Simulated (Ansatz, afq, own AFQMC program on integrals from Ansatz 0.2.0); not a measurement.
Integrals from Ansatz 0.2.0, then the random walk in our own AFQMC program (afq).

```yaml
crystal:
  periodic: [false, false, false]
  atoms:
    - {symbol: Ge, position_ang: [-0.010779, 0.032151, 0.310414]}
    - {symbol: C, position_ang: [0.050474, -0.062529, -1.571171]}
    - {symbol: H, position_ang: [0.350811, -1.472587, 0.652420]}
    - {symbol: H, position_ang: [-0.400886, -0.903724, -2.097076]}
    - {symbol: H, position_ang: [0.225451, 0.804390, -2.203997]}
basis:
  gaussian: {orbitals: cc-pVTZ}
total_charge: 1
magnetization: {spin_polarized: true, initial_magnetization: 2}
correlation: {method: ccsd_t, electrons: outside_noble_gas, hamiltonian_folder: ham}
```

```sh
$ ansatz run in.yaml --threads 1 --pin off --events-out ev --progress --plain --max-ram 16896MiB --backend cuda --devices 0, --max-vram 18GiB
```

Options of the walk:

```
--method phaseless --trial cisd --walkers 400 --populations 10 --least-time 60 --time-step 0.005 --steps-per-block 50 --equilibration-blocks 28 --max-blocks 4000 --target-error 0.00019 --factor-cut 1e-05 --start spin_pure --seed 9624 --release-times 0.24,0.51,0.99,1.62,2.4 --release-step 0.03 --release-every 3 --taylor-order 6
```

Times are imaginary, in 1/Eh. The walk had a cap of 216 s. With eight or more populations the least sampling time is a fifth of least-time, and the error comes from their spread. Filled inner d shells are frozen with the cores.

afq prints:

```
orbitals 100  electrons 6 4  factors 636 of 682
reference energy -2114.66322317 Eh
CCSD correlation -0.24151533 Eh in 14 cycles, weight of the determinant in the CISD state 0.8863
energy of the start -2114.904007 Eh
 block  time / (1/Eh)  mean weight  energy / Eh
     1     0.250  0.9998  -2114.902833
     2     0.500  0.9998  -2114.905955
     3     0.750  0.9988  -2114.908102
     4     1.000  0.9999  -2114.909951
     5     1.250  0.9989  -2114.910834
     7     1.750  0.9994  -2114.912283
     9     2.250  1.0004  -2114.915659
    13     3.250  1.0010  -2114.913317
    21     5.250  0.9994  -2114.912969
    29     7.250  0.9993  -2114.912482
    37     9.250  0.9999  -2114.913768
    45    11.250  1.0000  -2114.912530
    53    13.250  0.9982  -2114.914433
    61    15.250  1.0003  -2114.912529
    69    17.250  0.9993  -2114.914174
    77    19.250  1.0004  -2114.916711
    85    21.250  1.0011  -2114.913943
    93    23.250  1.0012  -2114.912712
    97    24.250  1.0010  -2114.910873
   101    25.250  1.0001  -2114.914300
   109    27.250  1.0002  -2114.913069
   117    29.250  0.9999  -2114.915479
   125    31.250  1.0006  -2114.913169
   133    33.250  0.9999  -2114.914180
   141    35.250  1.0001  -2114.917419
   149    37.250  0.9996  -2114.914318
   157    39.250  0.9998  -2114.912621
   165    41.250  1.0004  -2114.917526
   169    42.250  0.9993  -2114.918386
   173    43.250  0.9988  -2114.912788
   177    44.250  1.0004  -2114.914256
error from the spread of 10 populations
released: time / (1/Eh)  energy / Eh  error  mean overlap
  0.24  -2114.914509  0.000149  1.0011
  0.51  -2114.914767  0.000163  0.9927
  0.99  -2114.915172  0.000198  0.9794
  1.62  -2114.914796  0.000226  0.9816
  2.40  -2114.914818  0.000270  0.9886
energy -2114.914338 +/- 0.000180 Eh
(rows thinned)
```

The run passed its tests (sampling time, drift between the halves within three errors, error under three times the target), which doesn't prove that it has relaxed.

Against this walk (error 4.9 meV) on the same determinant: CCSD(T) 24.1 meV higher. The error is statistical and leaves out the bias of the constraint. Released to 2.40 1/Eh the energy moves by -13 ± 9 meV (both errors), within twice the noise.

Cautions: constraint bias not in the error; no relativity below Rb; no spin-orbit coupling; inner d shell frozen; another spin lies lower.

The walk took 59 s on 1 × NVIDIA H100 80GB HBM3 with 2 threads of AMD EPYC 7R13 Processor (Zen 3) (shared host) (the card was shared). The log's last line is the phaseless energy.
